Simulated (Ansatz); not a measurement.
AlH3, SMILES `[AlH3]` at its PBE0-D4/def2-TZVP geometry, where that method's forces vanish. Charge 0, multiplicity 1.

| atom | x (Å) | y (Å) | z (Å) |
| --- | --- | --- | --- |
| Al1 | 0.000 | 0.000 | 0.000 |
| H2 | 0.679 | -0.802 | -1.188 |
| H3 | -0.015 | -0.611 | 1.463 |
| H4 | -0.664 | 1.413 | -0.276 |

Q: For each bond, give half the difference of the two atoms' forces along it (eV/Å; positive pushes the atoms apart) under PBE-D4, r2SCAN-D4, B3LYP-D4, ωB97M-V in def2-TZVPP. (Estimate.)

A: Ansatz gave: 
```csv
bond,length (Å),PBE-D4,r2SCAN-D4,B3LYP-D4,ωB97M-V
Al1–H2,1.586,0.06,-0.02,-0.05,-0.09
Al1–H3,1.586,0.06,-0.02,-0.05,-0.09
Al1–H4,1.586,0.06,-0.02,-0.05,-0.09
```

B3LYP here is the variant with VWN-RPA as its local correlation; programs differ in this.
